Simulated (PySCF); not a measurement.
A PySCF script (with the pyscf-properties extension) for the NMR shieldings of Fluorine Oxoborane, BFO, on a PBE0-D3(BJ)/def2-SVP geometry:

```python
import basis_set_exchange as bse
import numpy as np
from pyscf import gto, dft
from pyscf.prop import nmr

atoms = """
O    -1.228002    0.112254    0.009094
B    -0.023634    0.071207   -0.014393
F     1.258196    0.024669   -0.039690
"""
names = dict.fromkeys(["O", "B", "F"], "pcSseg-2")
basis = {el: gto.basis.parse(bse.get_basis(n, elements=[el], fmt="nwchem")) for el, n in names.items()}
mol = gto.M(atom=atoms, basis=basis, charge=0, verbose=0)
mf = dft.RKS(mol, xc="HYB_GGA_XC_WP04")
mf.grids.level = 2
mf.grids.alignment = dft.numint.BLKSIZE   # the property module wants whole blocks of grid points
mf.conv_tol = 1e-9
mf.kernel()

calc = nmr.RKS(mf)   # GIAO
C = mf.mo_coeff
Co = C[:, mf.mo_occ > 0]
resp = mf.gen_response(singlet=True, hermi=2)
def vind(x):   # induced exchange potential for any number of trial vectors
    d = np.einsum("pi,xij,qj->xpq", C, 2 * x.reshape(-1, C.shape[1], Co.shape[1]), Co, optimize=True)
    return np.einsum("xpq,pi,qj->xij", resp(d - d.transpose(0, 2, 1)), C, Co, optimize=True).ravel()
mo1, _ = nmr.rhf.solve_mo1(calc, with_cphf=vind)
sigma = calc.kernel(mo1)
for i, s in enumerate(sigma):   # ppm
    w = np.linalg.eigvalsh((s + s.T) / 2)
    print("%2d %-2s iso %8.1f  s11 %8.1f  s22 %8.1f  s33 %8.1f" % (i, mol.atom_pure_symbol(i), w.mean(), *w))
```

Problem. What does it print?

Solution. 
```
 0 O  iso    192.5  s11     81.3  s22     81.3  s33    414.9
 1 B  iso     89.3  s11     22.7  s22     22.7  s33    222.3
 2 F  iso    387.0  s11    336.3  s22    336.3  s33    488.6
```

These numbers come from an equivalent density-fitted implementation of the same equations, which agrees with the script to about 0.01 ppm for H and up to a few tenths of a ppm for heavy atoms, so last digits may differ.

Problem. Turn these shieldings into chemical shifts. Scale: 17O (σ = 314.06 ppm) vs H2O; 11B (σ = 94.19 ppm) vs BF3·OEt2; CFCl3 for 19F (σ = 177.34 ppm) (reference shieldings calculated alike).

Solution. Averaging equivalent atoms: O 0: 121.6; B 1: 4.9; F 2: -209.7 ppm. Unscaled 19F shifts against computed CFCl3 carry errors that often reach 10 to 50 ppm. Experimental scales use liquid or dissolved standards, which lie at an offset from isolated H2O (liquid H2O: subtract about 36 ppm).

Size and cost of the density-fitted run: 108 basis functions, 3.5 s wall time on 1 thread of an Arm Neoverse N1, shared host; peak memory 0.35 GiB.
